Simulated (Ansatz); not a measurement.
Input file:

```yaml
crystal:
  periodic: [false, false, false]
  atoms:
    - {symbol: B, position_ang: [0.000000, 0.000000, 0.000000]}
    - {symbol: N, position_ang: [0.000000, 0.000000, 1.412300]}
basis:
  gaussian: {orbitals: aug-cc-pVDZ}
magnetization: {spin_polarized: false, initial_magnetization: 2}
correlation: {method: ccsd_t, electrons: outside_noble_gas}
```

```sh
$ ansatz run in.yaml --threads 1 --pin off --events-out ev --progress --plain --max-ram 2393MiB
```

(1) Roughly how long does this take on 1 thread of AMD EPYC, shared host, and how much host memory?

```
460 factors; integrals over basis functions are off by at most 6.9e-4 eV
mean field evaluation 1: about -2147.5673 eV, gradient 1.8e1 eV
mean field evaluation 2: about -2147.5680 eV, gradient 1.9e1 eV
mean field evaluation 4: about -2148.9060 eV, gradient 4.3e0 eV
mean field evaluation 8: about -2149.2628 eV, gradient 4.5e-1 eV
mean field evaluation 16: about -2147.3114 eV, gradient 2.0e1 eV
mean field evaluation 32: about -2149.1471 eV, gradient 4.4e0 eV
mean field evaluation 64: about -2149.0977 eV, gradient 8.3e-1 eV
mean field evaluation 96: about -2147.0101 eV, gradient 2.4e-1 eV
mean field evaluation 128: about -2147.0112 eV, gradient 5.0e-4 eV
mean field -2149.26708574 eV, -78.9841085753 hartree, gradient 8.9e-7 eV, S^2 2.000000; 6 other end points of the search recorded, 0 dependent functions left out
mean field evaluation 160: about -2149.2139 eV, gradient 1.3e0 eV
mean field evaluation 192: about -2149.3268 eV, gradient 6.6e-1 eV
mean field evaluation 224: about -2149.3829 eV, gradient 4.9e-1 eV
determinant -2149.26708574 eV, -78.9841085753 hartree, with singles and doubles -2155.21565438 eV, -79.2027144408 hartree
determinant -2149.10026566 eV, -78.9779780504 hartree, with singles and doubles -2154.31059215 eV, -79.1694540172 hartree
determinant -2147.01117003 eV, -78.9012052020 hartree, with singles and doubles -2153.31723314 eV, -79.1329487469 hartree
2 core orbitals not correlated: weight in the atoms' cores, before any rotation towards them, 1.000 or more for the frozen orbitals, at most 0.000 for the correlated occupied ones
reference -2149.26708574 eV, -78.9841085753 hartree; 5, 3 occupied and 39, 41 virtual orbitals, 460 factors
second order -5.38619736 eV of doubles, -0.06656431 eV of singles
cycle   1  -5.93507791 eV  change   -1.5e-1 eV  update   2.1e-2
cycle   2  -5.94844294 eV  change   -1.3e-2 eV  update   7.3e-3
cycle   3  -5.95003764 eV  change   -1.6e-3 eV  update   4.1e-3
cycle   4  -5.95430181 eV  change   -4.3e-3 eV  update   2.4e-3
cycle   5  -5.95626145 eV  change   -2.0e-3 eV  update   1.5e-3
cycle   6  -5.95763208 eV  change   -1.4e-3 eV  update   6.7e-4
cycle   7  -5.95780371 eV  change   -1.7e-4 eV  update   3.0e-4
cycle   8  -5.95775440 eV  change    4.9e-5 eV  update   1.0e-4
cycle   9  -5.95772986 eV  change    2.5e-5 eV  update   4.5e-5
cycle  10  -5.95770780 eV  change    2.2e-5 eV  update   2.2e-5
cycle  11  -5.95769803 eV  change    9.8e-6 eV  update   1.2e-5
cycle  12  -5.95769176 eV  change    6.3e-6 eV  update   5.6e-6
perturbative correction -0.31722179 eV, -0.0116576857 hartree
Total energy: -2155.54199929 eV, -79.2147073950 hartree
```

For the same geometry and basis RCCSDT(Q) lies 72.8 meV lower.

## Answers

(1) 8 s wall and 0.14 GiB.
